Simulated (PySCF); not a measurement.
**[NH4]+ (ammonium): BCCD(T)/STO-3G**

Aim: the energy change on altering one bond length of [NH4]+ (ammonium) at BCCD(T)/STO-3G, from 2 runs. Input form: a Python script.

The calculation is run with PySCF 2.14.0.

15 further runs of the same task are left out: 2 that didn't finish, 13 set aside as unsound or not needed.

### 1 The system as given

[NH4]+: 5 atoms, total charge +1, spin state singlet. As SMILES, `[NH4+]`. The coordinates come from a PBE0-D4/def2-TZVP relaxation.

Bond lengths: N1–H2 1.024 Å, N1–H3 1.024 Å, N1–H4 1.024 Å, N1–H5 1.024 Å. Angles: H2–N1–H3 109.5°, H2–N1–H4 109.5°, H2–N1–H5 109.5°, H3–N1–H4 109.5°, H3–N1–H5 109.5°, H4–N1–H5 109.5°.

### 2 The energy at BCCD(T)/STO-3G

Contents of geometry.xyz:

```xyz
5

N      0.000010     0.000010     0.000000
H      0.453330    -0.447860     0.801010
H     -0.972430     0.216180     0.235210
H      0.023940    -0.633460    -0.803650
H      0.495160     0.865130    -0.232580
```

Contents of calc.py:

```python
# [NH4+]
from pyscf import gto, scf, cc
from pyscf.cc.bccd import bccd_kernel_

mol = gto.M(
    atom='geometry.xyz',
    verbose=3,
    charge=1,
    basis='sto-3g',
    max_memory=1860,
)

mf = scf.RHF(mol)
mf.conv_tol = 1e-10
mf.kernel()
if not mf.converged:
    mf = mf.newton().run(mf.mo_coeff, mf.mo_occ)

mycc = cc.CCSD(mf, frozen=1).run()
mycc = bccd_kernel_(mycc, diis=True)
e_t = mycc.ccsd_t()
etot = mycc.e_tot + e_t
print('E = %.10f Eh' % etot)
```

Run with:

```sh
OMP_NUM_THREADS=1 python calc.py
```

Standard output:

```text
converged SCF energy = -55.8672499687988
E(CCSD) = -55.94746948914923  E_corr = -0.08021952035047394
BCCD loop starts.

******** <class 'pyscf.cc.ccsd.CCSD'> ********
CC2 = 0
CCSD nocc = 4, nmo = 8
frozen orbitals 1
max_cycle = 50
direct = 0
conv_tol = 1e-07
conv_tol_normt = 1e-05
diis_space = 6
diis_start_cycle = 0
diis_start_energy_diff = 1e+09
Init E_corr(CCSD) = -0.0800391280212428
cycle = 1  E_corr(CCSD) = -0.0810414981395762  dE = -0.00100237012  norm(t1,t2) = 0.0142974
cycle = 2  E_corr(CCSD) = -0.0808396488037002  dE = 0.000201849336  norm(t1,t2) = 0.00122723
cycle = 3  E_corr(CCSD) = -0.0807546213790748  dE = 8.50274246e-05  norm(t1,t2) = 0.000231697
cycle = 4  E_corr(CCSD) = -0.0807328014980811  dE = 2.1819881e-05  norm(t1,t2) = 4.43444e-05
cycle = 5  E_corr(CCSD) = -0.0807318529540091  dE = 9.48544072e-07  norm(t1,t2) = 4.64863e-06
cycle = 6  E_corr(CCSD) = -0.0807316563303787  dE = 1.9662363e-07  norm(t1,t2) = 1.32666e-06
cycle = 7  E_corr(CCSD) = -0.0807316241372564  dE = 3.21931223e-08  norm(t1,t2) = 1.31112e-07
CCSD converged
E(CCSD) = -55.94738010681637  E_corr = -0.08073162413725639
BCC iter:    0  E:     -55.947380106816  dE:    8.938e-05  |t1|:    2.384e-03

******** <class 'pyscf.cc.ccsd.CCSD'> ********
CC2 = 0
CCSD nocc = 4, nmo = 8
frozen orbitals 1
max_cycle = 50
direct = 0
conv_tol = 1e-07
conv_tol_normt = 1e-05
diis_space = 6
diis_start_cycle = 0
diis_start_energy_diff = 1e+09
Init E_corr(CCSD) = -0.0806504293112645
cycle = 1  E_corr(CCSD) = -0.08052512272775  dE = 0.000125306584  norm(t1,t2) = 0.00218834
cycle = 2  E_corr(CCSD) = -0.0805574135839561  dE = -3.22908562e-05  norm(t1,t2) = 0.000189699
cycle = 3  E_corr(CCSD) = -0.080570712214415  dE = -1.32986305e-05  norm(t1,t2) = 3.56324e-05
cycle = 4  E_corr(CCSD) = -0.0805741116902545  dE = -3.39947584e-06  norm(t1,t2) = 6.82983e-06
cycle = 5  E_corr(CCSD) = -0.0805742787402424  dE = -1.67049988e-07  norm(t1,t2) = 7.76979e-07
cycle = 6  E_corr(CCSD) = -0.0805743105049616  dE = -3.17647192e-08  norm(t1,t2) = 2.17622e-07
CCSD converged
E(CCSD) = -55.94739352982888  E_corr = -0.08057431050496157
BCC iter:    1  E:     -55.947393529829  dE:   -1.342e-05  |t1|:    6.983e-07
CCSD(T) correction = -0.000265761294362755
E = -55.9476592911 Eh
```

Wall time 0.6 s (1 thread of Arm Neoverse V2, shared host); peak memory 0.1 GiB.

### 3 The distorted shape at the same level

Contents of run.py:

```python
from pyscf import gto, scf, cc
from pyscf.cc.bccd import bccd_kernel_

system = gto.M(
    atom='''
N       -0.396096      -0.692061       0.186057
H        0.057224      -1.139931       0.987067
H       -1.368536      -0.475891       0.421267
H       -0.372166      -1.325531      -0.617593
H        0.495160       0.865130      -0.232580
''',
    basis='sto-3g',
    charge=1,
    verbose=3,
    max_memory=1860,
    spin=0,
)

calc0 = scf.RHF(system)
calc0.conv_tol = 1e-10
calc0.kernel()
if not calc0.converged:
    calc0 = calc0.newton().run(calc0.mo_coeff, calc0.mo_occ)

mycc = cc.CCSD(calc0, frozen=1).run()
mycc = bccd_kernel_(mycc, diis=True)
e_t = mycc.ccsd_t()
e_tot = mycc.e_tot + e_t
print(f'total energy: {e_tot:.8f} hartree')
```

Run with:

```sh
OMP_NUM_THREADS=1 python run.py
```

Standard output:

```text
converged SCF energy = -55.6695378665297
E(CCSD) = -55.79270847382491  E_corr = -0.1231706072951646
BCCD loop starts.

******** <class 'pyscf.cc.ccsd.CCSD'> ********
CC2 = 0
CCSD nocc = 4, nmo = 8
frozen orbitals 1
max_cycle = 50
direct = 0
conv_tol = 1e-07
conv_tol_normt = 1e-05
diis_space = 6
diis_start_cycle = 0
diis_start_energy_diff = 1e+09
Init E_corr(CCSD) = -0.112669490411806
cycle = 1  E_corr(CCSD) = -0.153051891938881  dE = -0.0403824015  norm(t1,t2) = 0.16496
cycle = 2  E_corr(CCSD) = -0.142835548071843  dE = 0.0102163439  norm(t1,t2) = 0.0339752
cycle = 3  E_corr(CCSD) = -0.144297354047072  dE = -0.00146180598  norm(t1,t2) = 0.0132591
cycle = 4  E_corr(CCSD) = -0.143052467000819  dE = 0.00124488705  norm(t1,t2) = 0.00669376
cycle = 5  E_corr(CCSD) = -0.142803284486908  dE = 0.000249182514  norm(t1,t2) = 0.000819756
cycle = 6  E_corr(CCSD) = -0.142780624648444  dE = 2.26598385e-05  norm(t1,t2) = 0.000100699
cycle = 7  E_corr(CCSD) = -0.142769942054511  dE = 1.06825939e-05  norm(t1,t2) = 3.31029e-05
cycle = 8  E_corr(CCSD) = -0.142771057331156  dE = -1.11527665e-06  norm(t1,t2) = 6.52413e-06
cycle = 9  E_corr(CCSD) = -0.142770700746303  dE = 3.56584853e-07  norm(t1,t2) = 1.18023e-06
cycle = 10  E_corr(CCSD) = -0.142770738945349  dE = -3.81990465e-08  norm(t1,t2) = 2.24034e-07
CCSD converged
E(CCSD) = -55.79227651224538  E_corr = -0.1427707389453491
BCC iter:    0  E:     -55.792276512245  dE:    4.320e-04  |t1|:    3.980e-02

******** <class 'pyscf.cc.ccsd.CCSD'> ********
CC2 = 0
CCSD nocc = 4, nmo = 8
frozen orbitals 1
max_cycle = 50
direct = 0
conv_tol = 1e-07
conv_tol_normt = 1e-05
diis_space = 6
diis_start_cycle = 0
diis_start_energy_diff = 1e+09
Init E_corr(CCSD) = -0.138133165153303
cycle = 1  E_corr(CCSD) = -0.130635293138148  dE = 0.00749787202  norm(t1,t2) = 0.0422147
cycle = 2  E_corr(CCSD) = -0.133666687603442  dE = -0.00303139447  norm(t1,t2) = 0.0100864
cycle = 3  E_corr(CCSD) = -0.133377364883495  dE = 0.00028932272  norm(t1,t2) = 0.003692
cycle = 4  E_corr(CCSD) = -0.133845112407003  dE = -0.000467747524  norm(t1,t2) = 0.00189407
cycle = 5  E_corr(CCSD) = -0.133872290540669  dE = -2.71781337e-05  norm(t1,t2) = 0.00013113
cycle = 6  E_corr(CCSD) = -0.13387641247706  dE = -4.12193639e-06  norm(t1,t2) = 2.93391e-05
cycle = 7  E_corr(CCSD) = -0.133877922597207  dE = -1.51012015e-06  norm(t1,t2) = 1.13421e-05
cycle = 8  E_corr(CCSD) = -0.13387839570646  dE = -4.73109254e-07  norm(t1,t2) = 2.22469e-06
cycle = 9  E_corr(CCSD) = -0.13387860806229  dE = -2.1235583e-07  norm(t1,t2) = 5.62374e-07
cycle = 10  E_corr(CCSD) = -0.133878636969689  dE = -2.89073995e-08  norm(t1,t2) = 9.08526e-08
CCSD converged
E(CCSD) = -55.79251115349527  E_corr = -0.1338786369696894
BCC iter:    1  E:     -55.792511153495  dE:   -2.346e-04  |t1|:    1.217e-03

******** <class 'pyscf.cc.ccsd.CCSD'> ********
CC2 = 0
CCSD nocc = 4, nmo = 8
frozen orbitals 1
max_cycle = 50
direct = 0
conv_tol = 1e-07
conv_tol_normt = 1e-05
diis_space = 6
diis_start_cycle = 0
diis_start_energy_diff = 1e+09
Init E_corr(CCSD) = -0.133932058408302
cycle = 1  E_corr(CCSD) = -0.134101122427175  dE = -0.000169064019  norm(t1,t2) = 0.00124281
cycle = 2  E_corr(CCSD) = -0.134024047671403  dE = 7.70747558e-05  norm(t1,t2) = 0.000253907
cycle = 3  E_corr(CCSD) = -0.134030896236173  dE = -6.84856477e-06  norm(t1,t2) = 5.88246e-05
cycle = 4  E_corr(CCSD) = -0.134025494806012  dE = 5.40143016e-06  norm(t1,t2) = 1.64768e-05
cycle = 5  E_corr(CCSD) = -0.134023475141203  dE = 2.01966481e-06  norm(t1,t2) = 5.84212e-06
cycle = 6  E_corr(CCSD) = -0.134023399599032  dE = 7.5542171e-08  norm(t1,t2) = 1.47271e-06
CCSD converged
E(CCSD) = -55.79248966044714  E_corr = -0.1340233995990323
BCC iter:    2  E:     -55.792489660447  dE:    2.149e-05  |t1|:    1.909e-05

******** <class 'pyscf.cc.ccsd.CCSD'> ********
CC2 = 0
CCSD nocc = 4, nmo = 8
frozen orbitals 1
max_cycle = 50
direct = 0
conv_tol = 1e-07
conv_tol_normt = 1e-05
diis_space = 6
diis_start_cycle = 0
diis_start_energy_diff = 1e+09
Init E_corr(CCSD) = -0.134022212188043
cycle = 1  E_corr(CCSD) = -0.134018688101791  dE = 3.52408625e-06  norm(t1,t2) = 1.97709e-05
cycle = 2  E_corr(CCSD) = -0.134020084739753  dE = -1.39663796e-06  norm(t1,t2) = 4.51426e-06
cycle = 3  E_corr(CCSD) = -0.134019951412725  dE = 1.33327028e-07  norm(t1,t2) = 1.49211e-06
cycle = 4  E_corr(CCSD) = -0.134020128225687  dE = -1.76812962e-07  norm(t1,t2) = 6.9194e-07
cycle = 5  E_corr(CCSD) = -0.134020145317591  dE = -1.70919046e-08  norm(t1,t2) = 1.22986e-07
CCSD converged
E(CCSD) = -55.79248986790687  E_corr = -0.1340201453175911
BCC iter:    3  E:     -55.792489867907  dE:   -2.075e-07  |t1|:    4.105e-07
CCSD(T) correction = -0.00175898541321426
total energy: -55.79424885 hartree
```

Wall time 0.74 s (1 thread of Arm Neoverse V2, shared host); peak memory 0.1 GiB.

### 4 Outcome

At BCCD(T)/STO-3G, 1 core orbital frozen:

| quantity | value |
| --- | --- |
| first shape: total energy | -55.94766 Eh |
| first shape: correlation energy (1 core orbital frozen) | -80.4 mEh |
| first shape: (T) correction | -0.27 mEh |
| distorted shape: total energy | -55.79425 Eh |
| distorted shape: correlation energy (1 core orbital frozen) | -124.7 mEh |
| distorted shape: (T) correction | -1.76 mEh |
| energy change with the N1–H5 bond stretched from 1.024 to 1.842 Å | 4.175 eV |

With the N1–H5 bond stretched from 1.024 to 1.842 Å the energy rises by 4.17 eV (96 kcal/mol). The first shape isn't relaxed at this level, so the change isn't measured from a minimum. The minimal basis adds a large error of its own. The triples (first shape) make up 0.3 % of the correlation energy. The triples (distorted shape) make up 1.4 % of the correlation energy.
